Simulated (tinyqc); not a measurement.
Coupled-perturbed Hartree-Fock on RHF in the sto-3g basis, for LiH, spin multiplicity 1, step by step. One step of it, computed by the program tinyqc.

Task: Coupled step 2. U_ai = -(mu_ai + sum_bj [4 (ai|bj) - (ab|ij) - (aj|bi)] U_bj) / (e_a - e_i); alpha = -4 sum U_ai mu_ai.

U after step 1, order a3, a4, a5, a6:
$$\begin{pmatrix}
0.064093 & 1.809075 \\
0.000000 & 0.000000 \\
0.000000 & 0.000000 \\
0.042706 & -0.934102
\end{pmatrix}$$

dipole integrals <a|z|i> (bohr), order a3, a4, a5, a6:
$$\begin{pmatrix}
-0.143621 & -0.464448 \\
0.000000 & 0.000000 \\
0.000000 & 0.000000 \\
-0.122432 & 0.756109
\end{pmatrix}$$

orbital energies (hartree): MO1 -2.350192, MO2 -0.280361, MO3 0.077673, MO4 0.163925, MO5 0.163925, MO6 0.531513

Two-electron integrals over orbitals (pq|rs), unique and non-zero (hartree):
```
(11|11) 1.658714    (21|11) -0.109254   (21|21) 0.012718    (22|11) 0.359958
(22|21) 0.005691    (22|22) 0.483372    (31|11) -0.139035   (31|21) 0.011063
(31|22) -0.015236   (31|31) 0.021732    (32|11) 0.014683    (32|21) -0.003203
(32|22) -0.049564   (32|31) 0.000142    (32|32) 0.013664    (33|11) 0.395377
(33|21) -0.010713   (33|22) 0.222036    (33|31) 0.001727    (33|32) 0.008236
(33|33) 0.337237    (41|41) 0.009817    (42|41) 0.007445    (42|42) 0.023117
(43|41) 0.010268    (43|42) 0.019333    (43|43) 0.041269    (44|11) 0.396324
(44|21) -0.004235   (44|22) 0.267374    (44|31) -0.004992   (44|32) 0.006411
(44|33) 0.281840    (44|44) 0.312946    (51|51) 0.009817    (52|51) 0.007445
(52|52) 0.023117    (53|51) 0.010268    (53|52) 0.019333    (53|53) 0.041269
(54|54) 0.016869    (55|11) 0.396324    (55|21) -0.004235   (55|22) 0.267374
(55|31) -0.004992   (55|32) 0.006411    (55|33) 0.281840    (55|44) 0.279207
(55|55) 0.312946    (61|11) 0.057193    (61|21) -0.009169   (61|22) -0.007153
(61|31) -0.002846   (61|32) 0.001891    (61|33) 0.010803    (61|44) 0.000781
(61|55) 0.000781    (61|61) 0.009148    (62|11) -0.047733   (62|21) 0.004171
(62|22) 0.123978    (62|31) 0.001176    (62|32) -0.035316   (62|33) -0.013809
(62|44) -0.019107   (62|55) -0.019107   (62|61) 0.000062    (62|62) 0.124577
(63|11) 0.017940    (63|21) -0.003392   (63|22) -0.051703   (63|31) 0.004337
(63|32) 0.010016    (63|33) 0.035964    (63|44) 0.002749    (63|55) 0.002749
(63|61) 0.004335    (63|62) -0.032467   (63|63) 0.026614    (64|41) -0.006147
(64|42) -0.019551   (64|43) -0.013606   (64|64) 0.019798    (65|51) -0.006147
(65|52) -0.019551   (65|53) -0.013606   (65|65) 0.019798    (66|11) 0.361474
(66|21) 0.002803    (66|22) 0.451443    (66|31) -0.011323   (66|32) -0.044027
(66|33) 0.241055    (66|44) 0.267326    (66|55) 0.267326    (66|61) -0.003485
(66|62) 0.130470    (66|63) -0.044351   (66|66) 0.451553
```

Give: U after step 2; polarisability.

Result:

U after step 2, order a3, a4, a5, a6:
$$\begin{pmatrix}
0.0624 & 2.0673 \\
0.0000 & 0.0000 \\
0.0000 & 0.0000 \\
0.0410 & -0.9002
\end{pmatrix}$$

polarisability = 6.6192 bohr^3
